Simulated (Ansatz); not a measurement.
# LO phonon frequency at L of rock-salt LiF at several levels of theory

No measured value is used here.

```csv
level (code),value (cm⁻¹),cell (Å³/atom)
LDA (Ansatz),625,7.47
PBE (Ansatz),578,8.42
r²SCAN (Ansatz),612,7.94
HSE06 (Ansatz),601,8.06
PBE0 (Ansatz),602,8.05
```

Each level is taken at its own relaxed cell. Cutoffs differ between the levels. Ansatz's density-functional and Hartree–Fock values are scalar-relativistic unless marked +SOC, with PAW data made under PBE.

Ansatz is an electronic-structure program.
